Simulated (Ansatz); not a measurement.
Ansatz (a program for electronic structure) input (MP2/STO-3G):

Ansatz 0.2 input:
```yaml
crystal:
  periodic: [false, false, false]
  atoms:
    - {symbol: C, position_ang: [1.24148412, -0.38487645, -0.02448150]}
    - {symbol: C, position_ang: [0.13162726, 0.61399813, -0.00546734]}
    - {symbol: O, position_ang: [-1.21553909, -0.18225276, -0.04318967]}
    - {symbol: H, position_ang: [-2.01707153, 0.37302904, -0.00729226]}
    - {symbol: H, position_ang: [0.07373152, 1.22038304, 0.89478114]}
    - {symbol: H, position_ang: [0.04921562, 1.21477509, -0.90633540]}
    - {symbol: H, position_ang: [2.17782210, 0.17928470, -0.03733501]}
    - {symbol: H, position_ang: [1.25514759, -1.00629661, 0.87265789]}
    - {symbol: H, position_ang: [1.21308039, -1.00752305, -0.91762756]}
    - {symbol: H, position_ang: [-1.26628133, -0.89036033, 0.62636158]}
basis:
  gaussian:
    orbitals: STO-3G
total_charge: 1
magnetization: {spin_polarized: false}
correlation: {method: mp2, electrons: outside_noble_gas}
```

From the last part of the output:

```
WARN ansatz: RAYON_NUM_THREADS=1 ignored (pool sized by the plan → 1); use --threads N
Functional definition: HF
integrals: 0.00 GiB planned
310 factors; integrals over basis functions are off by at most 3.8e-5 eV
mean field: 0.05 GiB planned
mean field evaluation 1: about -4149.1831 eV, gradient 1.6e1 eV
mean field evaluation 2: about -4149.3534 eV, gradient 1.6e1 eV
mean field evaluation 4: about -4150.2327 eV, gradient 1.2e0 eV
mean field evaluation 8: about -4150.2391 eV, gradient 2.1e-6 eV
mean field -4150.23912007 eV, -152.5184745296 hartree, gradient 2.5e-6 eV, S^2 0.000000; 0 other end points of the search recorded, 0 dependent functions left out
3 core orbitals not correlated
reference -4150.23912007 eV, -152.5184745296 hartree; 10, 10 occupied and 9, 9 virtual orbitals, 310 factors
second order -4.05247616 eV of doubles, -0.00000000 eV of singles
Total energy: -4154.29159623 eV, -152.6674002815 hartree
```

The dipole moment of an ion depends on the origin.
